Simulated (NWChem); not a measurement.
System: fluoromethane (CH3F); SMILES CF

Parts of the log:

```
             Northwest Computational Chemistry Package (NWChem) 7.3.0
             --------------------------------------------------------

 C3V symmetry detected

                             Geometry "geometry" -> ""
                             -------------------------

 Output coordinates in angstroms (scale by  1.889725989 to convert to a.u.)

  No.       Tag          Charge          X              Y              Z
 ---- ---------------- ---------- -------------- -------------- --------------
    1 C                    6.0000    -0.00000000    -0.00000000    -0.62566369
    2 F                    9.0000     0.00000000    -0.00000000     0.73841942
    3 H                    1.0000     0.73311946     0.73311946    -0.96393088
    4 H                    1.0000     0.26834035    -1.00145981    -0.96393088
    5 H                    1.0000    -1.00145981     0.26834035    -0.96393088

 Effective nuclear repulsion energy (a.u.)      37.7348928685

      Symmetry information
      --------------------

 Group name             C3v
 Group number             17
 Group order               6
 No. of unique centers     3

                                Z-matrix (autoz)
                                --------

 Units are Angstrom for bonds and degrees for angles

      Type          Name      I     J     K     L     M      Value
      ----------- --------  ----- ----- ----- ----- ----- ----------
    1 Stretch                  1     2                       1.36408
    2 Stretch                  1     3                       1.09057
    3 Stretch                  1     4                       1.09057
    4 Stretch                  1     5                       1.09057
    5 Bend                     2     1     3               108.06968
    6 Bend                     2     1     4               108.06968
    7 Bend                     2     1     5               108.06968
    8 Bend                     3     1     4               110.83566
    9 Bend                     3     1     5               110.83566
   10 Bend                     4     1     5               110.83566

  xc_inp: hfexch multiplicative factor not found.

                           NWChem Geometry Optimization
                           ----------------------------

 maximum gradient threshold         (gmax) =   0.000015
 rms gradient threshold             (grms) =   0.000010
 maximum cartesian step threshold   (xmax) =   0.000060
 rms cartesian step threshold       (xrms) =   0.000040
 fixed trust radius                (trust) =   0.300000
 source of zmatrix                         =   autoz

          -------------------
          Energy Minimization
          -------------------

 Using diagonal initial Hessian
 Scaling for Hessian diagonals: bonds = 1.00  angles = 0.25  torsions = 0.10

          --------
          Step   0

                                 NWChem DFT Module
                                 -----------------

 Summary of "ao basis" -> "ao basis" (spherical)
 ------------------------------------------------------------------------------
       Tag                 Description            Shells   Functions and Types
 ---------------- ------------------------------  ------  ---------------------
 C                           6-31g*                  6       14   3s2p1d
 F                           6-31g*                  6       14   3s2p1d
 H                           6-31g*                  2        2   2s

      Symmetry analysis of basis
      --------------------------

        a1         14
        a2          0
        e          20

  Rotation of axis

            General Information
            -------------------
          SCF calculation type: DFT
          Wavefunction type:  closed shell.
          No. of atoms     :     5
          No. of electrons :    18
           Alpha electrons :     9
            Beta electrons :     9
          Charge           :     0
          Spin multiplicity:     1
          Use of symmetry is: on ; symmetry adaption is: on
          Maximum number of iterations: 150
          AO basis - number of functions:    34
                     number of shells:    18
          Convergence on energy requested:  1.00D-06
          Convergence on density requested:  1.00D-05
          Convergence on gradient requested:  5.00D-04

              XC Information
              --------------
                     Hartree-Fock (Exact) Exchange  1.000

      Superposition of Atomic Density Guess
      -------------------------------------

 Sum of atomic energies:        -138.52728379

      Non-variational initial energy
      ------------------------------

 Total energy =    -139.215954
 1-e energy   =    -265.696459
 2-e energy   =      88.745612
 HOMO         =      -0.429896
 LUMO         =       0.165907

      Symmetry analysis of molecular orbitals - initial
      -------------------------------------------------

  Numbering of irreducible representations:

     1 a1          2 a2          3 e

  Orbital symmetries:

     1 a1          2 a1          3 a1          4 a1          5 a1
     6 e           7 e           8 e           9 e          10 a1
    11 a1         12 e          13 e          14 a1         15 e
    16 e          17 e          18 e          19 a1

[...]

      ----------------------
      Optimization converged
      ----------------------

  Step       Energy      Delta E   Gmax     Grms     Xrms     Xmax
  ---- ---------------- -------- -------- -------- -------- --------
@    5    -139.03306400 -9.2D-10  0.00000  0.00000  0.00001  0.00002
                                     ok       ok       ok       ok

                                Z-matrix (autoz)
                                --------

 Units are Angstrom for bonds and degrees for angles

      Type          Name      I     J     K     L     M      Value     Gradient
      ----------- --------  ----- ----- ----- ----- ----- ---------- ----------
    1 Stretch                  1     2                       1.36470    0.00000
    2 Stretch                  1     3                       1.08161   -0.00000
    3 Stretch                  1     4                       1.08161   -0.00000
    4 Stretch                  1     5                       1.08161   -0.00000
    5 Bend                     2     1     3               109.05232   -0.00000
    6 Bend                     2     1     4               109.05232   -0.00000
    7 Bend                     2     1     5               109.05232   -0.00000
    8 Bend                     3     1     4               109.88686    0.00000
    9 Bend                     3     1     5               109.88686    0.00000
   10 Bend                     4     1     5               109.88686    0.00000

                         Geometry "geometry" -> "geometry"
                         ---------------------------------

 Output coordinates in angstroms (scale by  1.889725989 to convert to a.u.)

  No.       Tag          Charge          X              Y              Z
 ---- ---------------- ---------- -------------- -------------- --------------
    1 C                    6.0000    -0.00000000    -0.00000000    -0.61690516
    2 F                    9.0000     0.00000000     0.00000000     0.74779609
    3 H                    1.0000     0.72291666     0.72291666    -0.96997595
    4 H                    1.0000     0.26460586    -0.98752252    -0.96997595
    5 H                    1.0000    -0.98752252     0.26460586    -0.96997595

 Effective nuclear repulsion energy (a.u.)      37.7895981268

      Symmetry information
      --------------------

 Group name             C3v
 Group number             17
 Group order               6
 No. of unique centers     3

                Final and change from initial internal coordinates
                --------------------------------------------------

                                Z-matrix (autoz)
                                --------

 Units are Angstrom for bonds and degrees for angles

      Type          Name      I     J     K     L     M      Value       Change
      ----------- --------  ----- ----- ----- ----- ----- ---------- ----------
    1 Stretch                  1     2                       1.36470    0.00062
    2 Stretch                  1     3                       1.08161   -0.00897
    3 Stretch                  1     4                       1.08161   -0.00897
    4 Stretch                  1     5                       1.08161   -0.00897
    5 Bend                     2     1     3               109.05232    0.98264
    6 Bend                     2     1     4               109.05232    0.98264
    7 Bend                     2     1     5               109.05232    0.98264
    8 Bend                     3     1     4               109.88686   -0.94880
    9 Bend                     3     1     5               109.88686   -0.94880
   10 Bend                     4     1     5               109.88686   -0.94880

 ==============================================================================
                                internuclear distances
 ------------------------------------------------------------------------------
       center one      |      center two      | atomic units |  angstroms
 ------------------------------------------------------------------------------
    2 F                |   1 C                |     2.57891  |     1.36470
    3 H                |   1 C                |     2.04394  |     1.08161
    4 H                |   1 C                |     2.04394  |     1.08161
    5 H                |   1 C                |     2.04394  |     1.08161
 ------------------------------------------------------------------------------
                         number of included internuclear distances:          4
 ==============================================================================
```

Level: Hartree-Fock/6-31G* (spherical d). 

**Question.** Write an input that gives this output.

**Answer.** This is not unique; one that fits is the input that was run:
```
start job
memory heap 200 mb stack 900 mb global 1100 mb
geometry units angstroms
  C     -0.718799     0.121252     0.060076
  F      0.621736    -0.104880    -0.051964
  H     -1.001941    -0.032935     1.101908
  H     -0.915332     1.148994    -0.247287
  H     -1.236407    -0.584076    -0.591035
end
basis spherical
  C library 6-31g*
  F library 6-31g*
  H library 6-31g*
end
dft
  xc hfexch
  iterations 150
end
driver
  maxiter 150
  tight
end
task dft optimize
```
